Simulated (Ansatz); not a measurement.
Basis or method: atomization of Si2H2 (H-bridged)

Si2H2 (H-bridged), singlet; coordinates (Å): Si 0.000 0.064 1.005; Si 0.000 -0.005 -1.095; H 0.000 -0.382 2.430; H 0.000 -1.275 0.062. Quantity: atomization.

Ansatz 0.2.0, basis 6-31G or cc-pVDZ; geometries are PBE0/def2-TZVP minima. Wave-function levels freeze the cores; HF, MP2 and coupled cluster are restricted for singlets and unrestricted otherwise, atoms included (their steps beyond CCSDT(Q) come from restricted open-shell runs), Kohn–Sham unrestricted where that lies lower. MRCISD+Q stands on CASSCF in the full valence space, and MRCISD+Q is size-consistent only roughly. The reference is CCSDTQ or full CI (coupled cluster only where its series has nearly closed). Semilocal and hybrid functionals correlate all electrons outside any core potential and usually lie nearer their basis limit than the reference, so part of their error here is the reference's basis and frozen-core error; RPA and the MP2 part of double hybrids freeze the same cores as the reference. None of these values is a measured one. Energies are electronic, without zero-point terms. No spin–orbit coupling and no scalar relativity. The species are chosen: bound, without strong static correlation by their natural occupations or amplitudes, in their lowest spin state as far as vertical gaps and like structures tell, and with a ladder that closes on the reference, so errors are smaller than for species at large; levels whose determinant breaks symmetry or spin markedly are left out.

| level | 6-31G (kJ/mol) | cc-pVDZ (kJ/mol) |
| --- | --- | --- |
| reference | 657.5 (full CI) | 822.8 (CCSDTQ) |
| HF | 404.3 | 544.0 |
| CCSD(T) | 653.9 | 819.2 |
| CCSDT | 655.7 | 820.4 |
| MRCISD+Q | 656.6 | 813.5 |
| PBE | 826.7 | 914.4 |
| B3LYP | 786.2 | 883.7 |
| B2PLYP | 736.2 | 865.1 |

From 6-31G to cc-pVDZ the reference moves by 165.3 kJ/mol and PBE by 87.7; the step from CCSD(T) to the reference is 3.6 in the first and 3.7 in the last.
